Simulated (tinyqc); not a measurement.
Inside a calculation. Method: Hueckel theory of the pi electrons with the omega technique, for the molecule c1ccsc1 (SMILES; centres numbered as the heavy atoms are written). Computed by tinyqc, a small Python program that keeps every step. Settings: charge = 0, omega = 1.0, damping = 0. Command: `OMP_NUM_THREADS=1 python tinyqc.py 25197 25198 out.jsonl` (the two numbers bound the seeds that draw the settings). One thread of a shared host (Intel(R) Xeon(R) Processor @ 2.60GHz), about 0.01 s of CPU time with the checks.

## The Hueckel matrix

Centres:

| centre | z_r, pi electrons of the neutral centre | h |
|---|---|---|
| 1C | 1 | 0.00000 |
| 2C | 1 | 0.00000 |
| 3C | 1 | 0.00000 |
| 4S | 2 | 1.00000 |
| 5C | 1 | 0.00000 |

Bonds:

| i | j | k |
|---|---|---|
| 1 | 2 | 1 |
| 2 | 3 | 1 |
| 3 | 4 | 0.65000 |
| 4 | 5 | 0.65000 |
| 5 | 1 | 1 |

H_rr = alpha + h_r beta, H_rs = k_rs beta for bonded centres.

Hueckel matrix in units of beta (H = alpha + beta A):
```
         1C       2C       3C       4S       5C
1C  0.00000  1.00000  0.00000  0.00000  1.00000
2C  1.00000  0.00000  1.00000  0.00000  0.00000
3C  0.00000  1.00000  0.00000  0.65000  0.00000
4S  0.00000  0.00000  0.65000  1.00000  0.65000
5C  1.00000  0.00000  0.00000  0.65000  0.00000
```

## Orbitals, round 1

pi electrons, sum of z_r less the charge = 6

Diagonalise; E = alpha + x beta with beta < 0, so the largest x are filled first; degenerate levels share their electrons. P = sum n_i c_ri c_si; each orbital has its largest coefficient positive (the first on a tie).

x values: 1.94741  1.00000  0.61803  -0.94741  -1.61803

occupations: 2.00000  2.00000  2.00000  0.00000  0.00000

coefficients:
```
        MO1       MO2       MO3       MO4       MO5
1C  0.42698  -0.47854  -0.37175  -0.29781   0.60150
2C  0.42698  -0.47854   0.37175  -0.29781  -0.60150
3C  0.40452   0.00000   0.60150   0.57997   0.37175
4S  0.55507   0.73621   0.00000  -0.38716   0.00000
5C  0.40452   0.00000  -0.60150   0.57997  -0.37175
```

charge and bond-order matrix P:
```
          1C        2C        3C        4S        5C
1C   1.09901   0.54622  -0.10177  -0.23060   0.79266
2C   0.54622   1.09901   0.79266  -0.23060  -0.10177
3C  -0.10177   0.79266   1.05088   0.44908  -0.39633
4S  -0.23060  -0.23060   0.44908   1.70022   0.44908
5C   0.79266  -0.10177  -0.39633   0.44908   1.05088
```

## Omega technique, round 1

h_r = h_r(0) + omega q_r, omega = 1, with q_r = z_r - P_rr.

matrix after round 1:
```
          1C        2C        3C       4S        5C
1C  -0.09901   1.00000   0.00000  0.00000   1.00000
2C   1.00000  -0.09901   1.00000  0.00000   0.00000
3C   0.00000   1.00000  -0.05088  0.65000   0.00000
4S   0.00000   0.00000   0.65000  1.29978   0.65000
5C   1.00000   0.00000   0.00000  0.65000  -0.05088
```

## Orbitals, round 2

As before.

x values: 2.01884  1.09254  0.55405  -0.96149  -1.70395

occupations: 2.00000  2.00000  2.00000  0.00000  0.00000

coefficients:
```
        MO1       MO2       MO3       MO4       MO5
1C  0.34132  -0.53323  -0.36600  -0.31491   0.60502
2C  0.34132  -0.53323   0.36600  -0.31491  -0.60502
3C  0.38155  -0.10214   0.60502   0.58651   0.36600
4S  0.68981   0.64068   0.00000  -0.33718   0.00000
5C  0.38155  -0.10214  -0.60502   0.58651  -0.36600
```

charge and bond-order matrix P:
```
          1C        2C        3C        4S        5C
1C   1.06958   0.53376  -0.07348  -0.21236   0.81226
2C   0.53376   1.06958   0.81226  -0.21236  -0.07348
3C  -0.07348   0.81226   1.04411   0.39552  -0.42007
4S  -0.21236  -0.21236   0.39552   1.77262   0.39552
5C   0.81226  -0.07348  -0.42007   0.39552   1.04411
```

## Omega technique, round 2

As before.

matrix after round 2:
```
          1C        2C        3C       4S        5C
1C  -0.06958   1.00000   0.00000  0.00000   1.00000
2C   1.00000  -0.06958   1.00000  0.00000   0.00000
3C   0.00000   1.00000  -0.04411  0.65000   0.00000
4S   0.00000   0.00000   0.65000  1.22738   0.65000
5C   1.00000   0.00000   0.00000  0.65000  -0.04411
```

## Convergence

Each round sets h_r = h_r(0) + omega (z_r - P_rr), keeping the share named as damping of the old diagonal; repeat until output and input diagonals agree to 1e-6.

Rounds:

| round | sum n x | largest \|h(out) - h(in)\| |
|---|---|---|
| 1 | 7.13089 | 3.00e-01 |
| 2 | 7.33086 | 7.24e-02 |
| 3 | 7.28044 | 1.52e-02 |
| 4 | 7.29063 | 4.44e-03 |
| 5 | 7.28862 | 2.29e-03 |
| 6 | 7.28891 | 1.29e-03 |
| 7 | 7.28893 | 7.50e-04 |
| 8 | 7.28888 | 4.49e-04 |
| 9 | 7.28892 | 2.67e-04 |
| 10 | 7.28889 | 1.59e-04 |
| 11 | 7.28891 | 9.41e-05 |
| 12 | 7.28890 | 5.59e-05 |
| 13 | 7.28891 | 3.32e-05 |
| 14 | 7.28890 | 1.97e-05 |
| 15 | 7.28890 | 1.17e-05 |
| 16 | 7.28890 | 6.93e-06 |
| 17 | 7.28890 | 4.11e-06 |
| 18 | 7.28890 | 2.44e-06 |
| 19 | 7.28890 | 1.45e-06 |
| 20 | 7.28890 | 8.60e-07 |

Converged in 20 rounds.

## Energy, charges, bond orders

final x values: 1.99917  1.07964  0.56565  -0.95885  -1.68560

occupations: 2.00000  2.00000  2.00000  0.00000  0.00000

final P:
```
          1C        2C        3C        4S        5C
1C   1.07672   0.53580  -0.07956  -0.21559   0.80884
2C   0.53580   1.07672   0.80884  -0.21559  -0.07956
3C  -0.07956   0.80884   1.04323   0.40577  -0.41584
4S  -0.21559  -0.21559   0.40577   1.76009   0.40577
5C   0.80884  -0.07956  -0.41584   0.40577   1.04323
```

E = sum n x; q_r = z_r - P_rr; bond order p = P_rs; free valence = sqrt(3) - sum of p over the bonds of the atom.

pi energy = 6 alpha + this times beta = 7.28890

pi charges: 1C -0.07672, 2C -0.07672, 3C -0.04323, 4S 0.23991, 5C -0.04323

Bond orders and lengths from R = 1.517 - 0.180 p (angstrom, C-C alone):

| bond | p | R |
|---|---|---|
| 1-2 | 0.53580 | 1.42056 |
| 2-3 | 0.80884 | 1.37141 |
| 3-4 | 0.40577 | - |
| 4-5 | 0.40577 | - |
| 5-1 | 0.80884 | 1.37141 |

free valence of the carbons: 1C 0.38741, 2C 0.38741, 3C 0.51744, 5C 0.51744

gap between the highest filled and the next level = 1.52450 |beta|
